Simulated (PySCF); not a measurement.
**Adding and removing an electron: MgCl**

UHF-CCSD(T); basis Mg 6-311G(d,p), Cl 6-311G(d,p); no relativity; PySCF 2.14. Neutral (UHF): doublet (σ ↑), Re = 2.227 Å, ωe = 462 cm⁻¹, De = 2.91 eV.

MgCl⁺ (RHF): singlet (closed shell), Re = 2.134 Å, ωe = 552 cm⁻¹, De = 2.81 eV to Mg⁺ + Cl. The energies at the minima are -659.46224 hartree for MgCl and -659.18183 for MgCl⁺.

(1) Work out the adiabatic ionisation energy, without and with harmonic zero-point energies (1 hartree = 27.2114 eV, 1 eV = 8065.5 cm⁻¹), and the change of the bond length.

Correlated steps freeze 6 core orbitals. For an ion De counts to the pair picked by the measured ionisation energies or electron affinities, which need not be the lowest pair at this level. Where the molecule has an RHF reference, its open-shell atoms are computed with UHF. States were picked by a PBE0 search and need not be the measured ground states.

Neutral and ion stand on different kinds of reference determinant, which adds to the error of the difference.

Answers

(1) At CCSD(T): 0.28041 hartree = 7.630 eV between the minima; the zero-point term (552.0 − 462.0)/2 cm⁻¹ = +0.006 eV makes it 7.636 eV. Re changes by -9.3 pm against the neutral. The electron leaves a σ orbital, and the shorter bond of the ion fits an antibonding orbital, or a change in how ionic the bond is.
